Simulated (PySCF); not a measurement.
Mapped SMILES: `[CH3:1][n:2]1[cH:3][cH:4][n:5][cH:6]1`; H(Xn) means a hydrogen on atom n.

GIAO PBE0/pcSseg-1 shifts (PySCF, gas phase, non-relativistic, equivalent atoms averaged), each against references optimised in the same way as the molecule (TMS, NH3).

On the GFN2-xTB geometry: C6 140.3, C4 137.2, C3 122.6, C1 33.6, N5 305.0, N2 183.8, H(C4) 7.30, H(C6) 7.15, H(C3) 6.86, H(C1) 3.77 ppm.

**Question.** What changes on the PBE0-D3(BJ)/def2-SVP geometry?

**Answer.** 
```csv
atoms,δ (ppm),change
C6,140.4,+0.1
C4,137.1,-0.1
C3,122.6,+0.0
C1,32.8,-0.8
N5,304.5,-0.5
N2,186.0,+2.2
H(C4),7.18,-0.12
H(C6),7.05,-0.10
H(C3),6.85,-0.01
H(C1),3.52,-0.25
```

Bonds between heavy atoms that differ most (equivalent bonds averaged): C3–C4 1.365 → 1.375 Å, C6–N2 1.353 → 1.362 Å, C4–N5 1.358 → 1.365 Å, N2–C3 1.367 → 1.373 Å, N5–C6 1.304 → 1.309 Å. Mean change of bonds to hydrogen: C–H +0.013 Å.
